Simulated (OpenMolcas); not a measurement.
**BH2ClO: a line through the functionals**

The species is BH2ClO (5 atoms), meant as a singlet with charge 0. As SMILES, `OBCl`. The coordinates come from a PBE0-D4/def2-TZVP relaxation. This is one conformer, not always the lowest.

The vertical energy of the triplet above the singlet y, in eV, basis def2-SVPD; a is the functional's share of exact exchange. Programs: OpenMolcas 26.06.

| functional | program | a | y (eV) |
| --- | --- | --- | --- |
| revPBE | OpenMolcas | 0 | 6.49 |
| BLYP | OpenMolcas | 0 | 6.52 |
| B3LYP | OpenMolcas | 0.2 | ? |
| PBE0 | OpenMolcas | 0.25 | 6.74 |
| BHLYP | OpenMolcas | 0.5 | 7.09 |

Task: Fit y = c + s·a to the known rows and predict B3LYP.

Result: 
1. Means of the 4 rows: a = 0.1875, y = 6.710.
2. Σ(Δa)² = 0.17188, Σ(Δa·Δy) = 0.1975, so the slope is 0.1975/0.17188 = 1.1491.
3. Intercept: 6.710 − (1.1491) × 0.1875 = 6.495. The largest residual of the fit is 0.042.
4. B3LYP: 6.495 + (1.1491) × 0.2 = 6.72 eV.

The run gave 6.77 eV, so the prediction is off by -0.05 eV, about the largest residual.
